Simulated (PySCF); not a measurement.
**Working with the constants of PH⁺**

UHF-CCSD(T) constants of PH⁺, ²Π (doublet), unpaired electrons π ↑ (PySCF, no relativity, basis sets P cc-pV(D+d)Z, H cc-pVDZ; masses 30.9738 and 1.0078 u):

```
ωe              : 2400.1 cm⁻¹
ωexe            : 44.6 cm⁻¹
Be              : 8.3812 cm⁻¹
αe              : 0.234 cm⁻¹
D (centrifugal) : 0.000409 cm⁻¹
De to P⁺ + H    : 3.18 eV
```

Question: Give the vibrational terms G(v) and spacings up to v = 6.

Answer: G(v) = ωe(v+½) − ωexe(v+½)².

```
v  G(v) (cm⁻¹)  G(v) − G(v−1)  Bv (cm⁻¹)
0         1189                     8.264
1         3500           2311      8.030
2         5722           2222      7.796
3         7854           2132      7.562
4         9897           2043      7.328
5        11851           1954      7.094
6        13716           1865      6.860
```

Question: How well does the Morse estimate ωe²/(4ωexe) reproduce De, and what is D0?

Answer: It gives 4.00 eV, 126 % of the computed De. D0 = De − G(0) = 3.18 − 0.15 = 3.03 eV.

Correlated steps freeze 5 core orbitals. Correlated levels converge slowly with the basis: in double zeta they bind strong bonds too weakly, by up to about 1 eV, and carry superposition errors of some tenths. For an ion De counts to the pair picked by the measured ionisation energies or electron affinities, which need not be the lowest pair at this level. The state is the lowest determinant that a PBE0 search found; another state may lie lower at other levels.
